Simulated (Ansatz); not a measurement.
[OH···H···Br], doublet: the ladder up to UCCSDT(Q)

Geometry: a point of a hydrogen-transfer path between rigid fragments, not a stationary point.

```xyz
4

O    -0.9494   -0.2316    0.0000
H    -1.1987    0.6949    0.0000
H    -0.0574   -0.2316    0.0000
Br    2.2056   -0.2316    0.0000
```

Basis cc-pVDZ; Ansatz 0.2.0. Only valence electrons are correlated (noble-gas cores and the filled d shells of p-block atoms frozen), which leaves 15 electrons in 36 orbitals. R marks a restricted (for open shells ROHF) determinant, U an unrestricted one. Active spaces: pair = (3e, 3o) about the gap; valence = (15e, 10o) chosen from the atoms' valence shells. No spin–orbit coupling is included, and no scalar relativity.

Full CI isn't at hand for all of this; UCCSDT(Q) serves as the reference, and is uncertain by about the last step of the cluster series. The frozen core follows each run's orbitals, which can shift R against U totals by a few meV for light atoms and by up to 0.1 eV past Ca.

The UHF ⟨S²⟩ is 0.756, the T1 diagnostic (RCCSD) is 0.0093 and the largest doubles amplitude (RCCSD) is 0.050. The T1 diagnostic (UCCSD) is 0.0064.

```tsv
level	E − E(RHF) (eV)
UHF	-0.0955
UMP2	-8.1125
UCCSD	-8.7483
UCCSD(T)	-8.8591
```

(1) Estimate how far UCCSDT(Q) in cc-pVDZ lies from UCCSD(T). The table doesn't fix it; the size of (T) and the diagnostics are the guide.

(1) UCCSDT(Q) in cc-pVDZ lies 25 meV below UCCSD(T), which is 23 % of the (T) step (-111 meV). The diagnostics are small and one determinant leads, so the series closes fast and only a small part of (T) is left.

The other levels:

| level | E − E(UCCSDT(Q)) (meV) | share of correlation (%) | wall time |
| --- | --- | --- | --- |
| UCCSDT | 16 | 99.82 | – |

The correlation energy at UCCSDT(Q), counted from RHF, is -8.884 eV. That run took 42 s on 1 thread of Arm Neoverse V2, shared host.

Run but not shown, since their state or frozen core can't be matched to the reference's or they repeat it: RHF, RMP2, CISD, RCCSD, RCCSD(T), BCCD(T), RCCSDT, RCCSDT(Q), CASSCF (pair space), NEVPT2 (pair space), MRCISD (pair space), MRCISD+Q (pair space), CASSCF (valence space), NEVPT2 (valence space), MRCISD (valence space), MRCISD+Q (valence space).

Times hold each run's SCF and search for its determinant on a shared host, so for small cases they say little of a method's own cost; they ran on 1 thread of Arm Neoverse V2.

Natural occupations of CASSCF (valence space) about the gap: 1.999 1.999 1.984 1.979 1.000 0.022 0.017; effectively unpaired electrons, Σ n²(2−n)², 1.01.
